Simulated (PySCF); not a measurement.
Match the calculated data to a structure.

All candidates are C5H9N.

| technique | computed result |
| --- | --- |
| NMR, other nuclei | isotropic shieldings of nuclei other than C and H, by class: -94 (1 N) ppm [GIAO PBE0/pcSseg-1] |
| UV, first state | lowest singlet excitation: 5.19 eV (239 nm, f = 0.001) [TDDFT PBE0/def2-SVPD] |
| 13C NMR | chemical shifts (computed TMS as zero) by class: 170.0 (1 C), 51.2 (1 C), 20.6 (1 C), 7.0 (2 C) ppm [GIAO PBE0/pcSseg-1] |
| Rotational structure | rotational constants A, B, C: 13.534, 1.685, 1.656 GHz [GFN2-xTB] |
| Triplet | lowest triplet excitation (Tamm–Dancoff): 4.37 eV [TDA PBE0/def2-SVPD] |
| 1H NMR | chemical shifts (computed TMS as zero) by class: 6.85 (1 H), 3.58 (3 H), 1.79 (1 H), 0.80 (2 H), 0.46 (2 H) ppm [GIAO PBE0/pcSseg-1] |
| Polarisability | 69.8 au [PBE0/def2-SVPD] |
| UV, strongest line | among the 6 lowest singlet transitions: S2 at 6.83 eV (181 nm, f = 0.287) [TDDFT PBE0/def2-SVPD] |

The electronic properties come from PySCF, for the isolated species, density fitting. Levels stand in brackets. One conformer (not necessarily the lowest) at the GFN2-xTB geometry, without solvent, vibrations or thermal averaging. Each NMR value is the plain mean over a class of atoms that symmetry, rotation or inversion makes alike.

Question: Which candidate is it?
A. `CC(C)CC#N`
B. `C=CCN1CC1`
C. `CN(C)C1=CC1`
D. `C/N=C/C1CC1`

Answer: D. It is `C/N=C/C1CC1`. Numbering: `[CH3:1]/[N:2]=[CH:3]/[CH:4]1[CH2:5][CH2:6]1`. Its formula, C5H9N, gives 2 degrees of unsaturation: 1 ring and 1 π bond in the structure found. 5 carbons fall into 4 classes; from least to most shielded: imine carbon [C3] (170.0 ppm), N-methyl carbon [C1] (51.2 ppm), three-membered-ring carbon [C4] (20.6 ppm), three-membered-ring carbon [C5/C6] (7.0 ppm, 2 C). Hydrogen classes from least to most shielded: 1 H on an imine carbon, C3 (6.85 ppm), 3 H on an N-methyl carbon, C1 (3.58 ppm, a mean of values up to 0.9 ppm apart in this geometry), 1 H on a three-membered-ring carbon, C4 (1.79 ppm), 2 H on 2 three-membered-ring carbons, C5/C6 (0.80 ppm), 2 H on 2 three-membered-ring carbons, C5/C6 (0.46 ppm). The other shieldings belong to: -94 ppm, imine nitrogen [N2]. The optimised geometry has point group Cs and is an asymmetric top.

The others, at the same levels:
- `CC(C)CC#N` fails: its computed 13C shifts are 124.0 (1 C), 31.9 (1 C), 26.5 (1 C), 24.2 (2 C) ppm, 1H shifts are 1.98 (2 H), 1.83 (1 H), 1.12 (6 H) ppm and lowest singlet excitation is 7.88 eV (157 nm, f = 0.000) (against 5.19 eV).
- `C=CCN1CC1` fails: its computed 13C shifts are 148.0 (1 C), 121.6 (1 C), 68.6 (1 C), 26.6 (2 C) ppm, 1H shifts are 6.53 (1 H), 5.33 (1 H), 5.31 (1 H), 2.87 (2 H), 1.24 (4 H) ppm and lowest singlet excitation is 5.91 eV (210 nm, f = 0.004) (against 5.19 eV).
- `CN(C)C1=CC1` fails: its computed 13C shifts are 132.6 (1 C), 65.8 (1 C), 42.4 (2 C), 12.9 (1 C) ppm, 1H shifts are 4.99 (1 H), 2.94 (6 H), 1.49 (2 H) ppm and rotational constant A is 6.643 GHz (against 13.534 GHz).

Each candidate is one conformer, not necessarily the lowest. Dipoles, sizes and rotational constants follow the conformer. The torsions of the flexible species, by atom-mapped SMILES:
- `[CH3:1]/[N:2]=[CH:3]/[CH:4]1[CH2:5][CH2:6]1`: N2–C3–C4–C5 145°
- `[CH3:1][CH:2]([CH3:3])[CH2:4][C:5]#[N:6]`: C1–C2–C4–C5 -62°
- `[CH2:1]=[CH:2][CH2:3][N:4]1[CH2:5][CH2:6]1`: C1–C2–C3–N4 130°, C2–C3–N4–C5 -155°
- `[CH3:1][N:2]([CH3:3])[C:4]1=[CH:5][CH2:6]1`: C1–N2–C4–C5 20°
